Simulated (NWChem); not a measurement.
## chloromethane (CH₃Cl) in NWChem

SMILES: CCl
```xyz
5

C      1.1279    -0.0568     0.0000
Cl    -0.6610     0.0333     0.0000
H      1.4635    -0.5967     0.9046
H      1.4635    -0.5967    -0.9046
H      1.5423     0.9682     0.0000
```
Charge 0, spin multiplicity 1.

The numbers come from NWChem runs, not from measurements. Structure: optimised with PBE/def2-SVP, a minimum by its harmonic frequencies.

Symmetry labels belong to the abelian group Cs used in the runs, with the axes of the coordinates shown; states degenerate in a higher group split over its labels.

B3LYP has NWChem's definition, with VWN1-RPA local correlation.

**Question.** List the lowest 4 singlet excitations that TD-B3LYP/aug-cc-pVDZ, VWN1-RPA local correlation gives, with oscillator strengths.

**Answer.** 
```
state  symmetry  energy (eV)  wavelength (nm)      f
-----  --------  -----------  ---------------  -----
1            a"         6.78              183  0.002
2            a'         6.78              183  0.002
3            a"         7.27              171  0.020
4            a'         7.27              171  0.020
```
